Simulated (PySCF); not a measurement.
## Checking a proposed structure

A compound C5H4 gives the data below (simulated from a calculation) and was assigned the structure `C#CCC#C`.

¹³C{¹H} NMR (computed): δ 78.1 (C), 74.5 (C), 72.7 (C), 69.8 (CH), 5.2 (CH3).

¹H NMR (500 MHz, computed): δ 2.13 (d, J = 2.4 Hz, 3H), 1.07 (q, J = 2.4 Hz, 1H).

[PySCF 2.14.0 with density-fitted response routines: shielding tensors at PBE0/pcSseg-1 (GIAO); B3LYP/pcJ-1 coupling constants; geometry: GFN2-xTB; equivalent nuclei averaged; non-relativistic; single conformer; isolated molecule]

Shifts are taken against calculated references (same method and geometry level): ¹H, ¹³C vs TMS.

(1) Compare with the shifts computed for the proposed structure, pairing carbons in order of shift.

(2) Which isomer fits?

Results:

(1) Atoms are numbered as in `[CH:1]#[C:2][CH2:3][C:4]#[CH:5]`. Each H is labelled by its parent atom.

| atom | computed for proposal | given list | difference |
| --- | --- | --- | --- |
| C2 | 82.4 | 78.1 | +4.3 |
| C4 | 82.4 | 74.5 | +7.9 |
| C1 | 76.3 | 72.7 | +3.6 |
| C5 | 76.3 | 69.8 | +6.5 |
| C3 | 11.3 | 5.2 | +6.1 |

The rms difference is 5.9 ppm and the largest +7.9 ppm at C4 (alkyne carbon). The proposal also would give 3 carbon signals, not 5. The carbon types in order of shift don't match either: C, C, CH, CH, CH2 for the proposal against C, C, C, CH, CH3 in the data. The proposal doesn't fit.

(2) `InChI=1S/C5H4/c1-3-5-4-2/h1H,2H3`.

Carbon types of the structure: 3 × C, 1 × CH, 1 × CH3, which accounts for all hydrogens. δC 78.1, 74.5, 72.7: alkyne carbon; the triple bond shields along its axis, which puts it between sp3 and sp2 carbons. δC 69.8: terminal alkyne carbon; the triple bond shields along its axis, which puts it between sp3 and sp2 carbons. δC 5.2: propargylic methyl carbon; aliphatic region, no heteroatom directly attached. δH 1.07: hydrogen on a terminal alkyne carbon; it lies on the axis of the triple bond, in its shielding cone.

Other isomers checked: C#CC1C=C1 (rms 29.4 ppm).

The shifts were computed for this structure.

Splittings below 1 Hz are ignored in the labels, and close J values are merged. Shifts are as computed. Against solution values, carbons near 30 ppm lie about +3 ppm off and those near 130 ppm about +5 ppm. Of 1211 compounds with measured shifts, 218 miss one by over three times the rms of a fit or turn the order of signals round; such compounds aren't used in these exercises.
